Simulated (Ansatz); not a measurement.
# CH₅NSi: how energies converge with the basis set

An exercise on one series of results from a longer session: the logs are not shown, and one member is left open.

The runs use Ansatz 0.2.0, Gaussian basis; one geometry, several basis sets.

Levels to be run: PBE0-D4/def2-SVP; ωB97M-V/def2-SVP; PBE0-D4/def2-QZVPP; ωB97M-V/def2-QZVPP; the functionals' def2-TZVPP values are taken from earlier runs.

### The geometry

The geometry comes from an earlier relaxation with PBE0-D4 in a triple-zeta def2 set; it is a stationary point, not always the lowest conformer.

8 atoms, charge 0, spin multiplicity 1.

Atoms are counted from 1 here; the program's logs count them from 0.

Bond lengths: C1–Si2 1.904 Å, C1–H4 1.094 Å, C1–H5 1.094 Å, C1–H6 1.098 Å, Si2–N3 1.709 Å, N3–H7 1.008 Å, N3–H8 1.010 Å. Angles: Si2–C1–H4 115.0°, Si2–C1–H5 110.7°, Si2–C1–H6 107.9°, H4–C1–H5 108.8°, H4–C1–H6 108.0°, H5–C1–H6 106.1°, C1–Si2–N3 98.7°, Si2–N3–H7 121.7°, Si2–N3–H8 126.1°, H7–N3–H8 112.1°.

Set-up of the first run:

Contents of in.yaml:

```yaml
crystal:
  periodic: [false, false, false]
  atoms:
    - {symbol: C, position_ang: [-0.660023, 0.824688, -0.552058]}
    - {symbol: Si, position_ang: [0.963771, 0.653782, 0.427730]}
    - {symbol: N, position_ang: [0.932235, -1.034415, 0.690675]}
    - {symbol: H, position_ang: [-1.026431, -0.101825, -1.004274]}
    - {symbol: H, position_ang: [-0.562477, 1.583362, -1.334079]}
    - {symbol: H, position_ang: [-1.431434, 1.195019, 0.135889]}
    - {symbol: H, position_ang: [1.651212, -1.501889, 1.220110]}
    - {symbol: H, position_ang: [0.225247, -1.675721, 0.360307]}
basis:
  gaussian: {orbitals: def2-SVP}
hamiltonian: {xc: pbe0, dispersion: d4}
output: {orbitals: {seedname: orbitals}}
```

Steps of the session up to this table: PBE0-D4 in def2-SVP; ωB97M-V in def2-SVP; PBE0-D4 in def2-QZVPP; ωB97M-V in def2-QZVPP.

One of the session's tables, all rows but one given; the rest of the session is left out.

It belongs to the step «Density functionals: the series». 

```
functional       basis  HOMO (eV)
   PBE0-D4    def2-SVP      -5.91
   PBE0-D4  def2-TZVPP      -6.03
   PBE0-D4  def2-QZVPP      -6.07
   ωB97M-V    def2-SVP      -7.99
   ωB97M-V  def2-TZVPP          ?
   ωB97M-V  def2-QZVPP      -8.18
```

Q: Estimate the row for ωB97M-V, def2-TZVPP from the others.

**Answer.** HOMO (eV): -8.13. In the column «HOMO (eV)» it lies between ωB97M-V, def2-QZVPP (-8.18) and ωB97M-V, def2-SVP (-7.99).
